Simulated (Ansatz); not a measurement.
**C2H8N2O: one species, many methods**

An exercise on one series of results from a longer session: the logs are not shown, and one member is left open.

Computed with Ansatz 0.2.0, Gaussian basis. Level: functionals in def2-TZVPP, the program's frozen cores in correlated methods.

The runs, in order: PBE-D4, r2SCAN-D4, PBE0-D4, B3LYP-D4, ωB97X-V, ωB97M-V, B2PLYP; CCSD(T)/def2-TZVPP; MP2/def2-QZVPP; extrapolation to the limit.

### The relaxed structure

All runs share one geometry, relaxed beforehand with PBE0-D4 in a triple-zeta def2 set.

SMILES `NCOCN`, 13 atoms, charge 0, spin multiplicity 1.

Atoms are counted from 1 here; the program's logs count them from 0.

Bond lengths: N1–C2 1.420 Å, N1–H6 1.012 Å, N1–H7 1.012 Å, C2–O3 1.417 Å, C2–H8 1.099 Å, C2–H9 1.099 Å, O3–C4 1.417 Å, C4–N5 1.420 Å, C4–H10 1.099 Å, C4–H11 1.099 Å, N5–H12 1.012 Å, N5–H13 1.012 Å. Angles: C2–N1–H6 110.8°, C2–N1–H7 110.8°, H6–N1–H7 107.8°, N1–C2–O3 112.1°, N1–C2–H8 109.0°, N1–C2–H9 109.0°, O3–C2–H8 109.4°, O3–C2–H9 109.4°, H8–C2–H9 107.8°, C2–O3–C4 112.5°, O3–C4–N5 112.1°, O3–C4–H10 109.4°, O3–C4–H11 109.4°, N5–C4–H10 109.0°, N5–C4–H11 109.0°, H10–C4–H11 107.8°, C4–N5–H12 110.8°, C4–N5–H13 110.8° and more.

Set-up of the first run:

Contents of in.yaml:

```yaml
crystal:
  periodic: [false, false, false]
  atoms:
    - {symbol: N, position_ang: [-2.089369, 0.344293, -1.092895]}
    - {symbol: C, position_ang: [-1.031447, -0.433499, -0.551596]}
    - {symbol: O, position_ang: [-0.006827, 0.371833, 0.004184]}
    - {symbol: C, position_ang: [1.053090, -0.395717, 0.547077]}
    - {symbol: N, position_ang: [2.075223, 0.419780, 1.101492]}
    - {symbol: H, position_ang: [-1.748390, 0.953445, -1.825471]}
    - {symbol: H, position_ang: [-2.510353, 0.924146, -0.378373]}
    - {symbol: H, position_ang: [-1.435851, -1.097224, 0.226031]}
    - {symbol: H, position_ang: [-0.608342, -1.065434, -1.345584]}
    - {symbol: H, position_ang: [1.486606, -1.027773, -0.241180]}
    - {symbol: H, position_ang: [0.659038, -1.058951, 1.330417]}
    - {symbol: H, position_ang: [2.469513, 1.029600, 0.396755]}
    - {symbol: H, position_ang: [1.707508, 1.000900, 1.843843]}
basis:
  gaussian: {orbitals: def2-TZVPP}
hamiltonian: {xc: pbe, dispersion: d4}
output: {forces: true, orbitals: {seedname: orbitals}}
```

The run is started by

```sh
ansatz run in.yaml --threads 4 --pin off --events-out ev --progress --plain --max-ram 10444MiB
```

Steps of the session up to this table: PBE-D4 (GGA); r2SCAN-D4 (meta-GGA); PBE0-D4 (hybrid); B3LYP-D4 (hybrid); ωB97X-V (range-separated); ωB97M-V (range-separated); B2PLYP (double hybrid); CCSD(T) in def2-TZVPP; MP2 in def2-QZVPP.

One of the session's tables, all rows but one given; the rest of the session is left out.

| method | atomisation energy (kcal/mol) |
| --- | --- |
| PBE-D4 | 1177.4 |
| r2SCAN-D4 | 1141.9 |
| PBE0-D4 | 1148.8 |
| B3LYP-D4 | 1149.5 |
| ωB97X-V | 1150.1 |
| ωB97M-V | ? |
| B2PLYP | 1134.7 |
| HF/def2-TZVPP | 782.0 |
| MP2/def2-TZVPP | 1126.9 |
| CCSD/def2-TZVPP | 1093.4 |
| CCSD(T)/def2-TZVPP | 1111.4 |
| MP2/CBS | 1160.7 |
| CCSD(T)/CBS | 1145.2 |

**Question.** Estimate the row for ωB97M-V.

**Answer.** atomisation energy (kcal/mol): 1150.8. In the column «atomisation energy (kcal/mol)» it lies between ωB97X-V (1150.1) and MP2/CBS (1160.7).
